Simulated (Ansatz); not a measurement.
Relaxation of AlFH$_{6}$Si (9 atoms, charge 0, multiplicity 1), to a largest force component of 0.03 eV/Å in at most 50 steps.

The calculation used Ansatz, RKS PBE0-D4/def2-SVP.

```xyz
9
Properties=species:S:1:pos:R:3
Al 0.040 -0.447 -0.433
F 0.172 0.050 2.400
H 1.364 0.272 -0.943
H -1.391 0.201 -0.693
Si 0.127 -2.569 0.586
H -0.619 -3.665 -0.117
H 1.510 -3.071 0.880
H -0.548 -2.470 1.944
H -0.103 -0.818 2.577
```

Problem. Where does it end, and by what steps?

Solution. The forces met the threshold. The force dipped under the threshold on the way, but the program's further checks kept it going. After 15 steps the energy has fallen by 0.401 eV; F2 moved furthest, 0.69 Å. Joined: Al1–F2 (2.88 → 2.05 Å).

| step | energy less start (eV) | largest force component (eV/Å) | accepted |
| --- | --- | --- | --- |
| 0 | 0.0000 | 1.031 | yes |
| 1 | -0.1248 | 0.874 | yes |
| 2 | -0.2718 | 0.516 | yes |
| 3 | -0.3209 | 0.560 | yes |
| 4 | -0.3505 | 0.106 | yes |
| 5 | -0.3603 | 0.107 | yes |
| 6 | -0.3451 | 0.938 | no |
| 7 | -0.3744 | 0.107 | yes |
| 8 | -0.3892 | 0.077 | yes |
| 9 | -0.3956 | 0.107 | yes |
| 10 | -0.3975 | 0.132 | yes |
| 11 | -0.4002 | 0.019 | yes |
| 12 | -0.4005 | 0.144 | yes |
| 13 | -0.4008 | 0.036 | yes |
| 14 | -0.4006 | 0.027 | no |
| 15 | -0.4009 | 0.008 | yes |

```xyz
9
Properties=species:S:1:pos:R:3
Al 0.069 -0.288 -0.159
F -0.230 0.029 1.841
H 1.442 0.469 -0.414
H -1.306 0.206 -0.784
Si 0.193 -2.645 0.601
H -0.901 -3.611 0.273
H 1.496 -3.382 0.591
H -0.031 -2.403 2.116
H -0.181 -0.890 2.135
```

The run took 31 s on 1 thread of Intel(R) Xeon(R) Platinum 8488C (Sapphire Rapids), with other jobs on the host, peak memory 0.17 GiB.
